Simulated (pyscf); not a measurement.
Structures and frequencies: ωB97X-D3(BJ)/def2-SVP in PySCF.

Task: Estimate the classical barrier height and the reaction energy of cyclic C₂H₅AlO (SMILES [OH][Al]1[CH2][CH2]1) -> HO–Al [singlet] + H₂C=CH₂ at ωB97X-D3(BJ)/def2-TZVP. The step runs on the singlet surface, breaks Al–C, Al–C and forms none; take the reactant's lowest minimum found as zero.

Result: ΔE‡ = 26.7 kcal/mol, ΔE = -2.4 kcal/mol. CCSD(T)/def2-TZVPP + ΔMP2(QZVPP) gives 21.5 kcal/mol and -7.6 kcal/mol. Zero-point energy shifts the barrier by -0.1 kcal/mol. It is a cycloreversion, with an imaginary mode of 524i cm⁻¹. cyclic C₂H₅AlO (SMILES [OH][Al]1[CH2][CH2]1) lies 23.2 kcal/mol over its isomer H₂C=CH–AlH–OH (electronic energy, ωB97M-D3(BJ)/def2-TZVP). One saddle was located; it need not be the lowest between these sides. One closed-shell reference is unstable to symmetry breaking; treat the single-reference values with care. The CCSD(T) − MP2 part came from Ansatz, without density fitting, on the same reference.
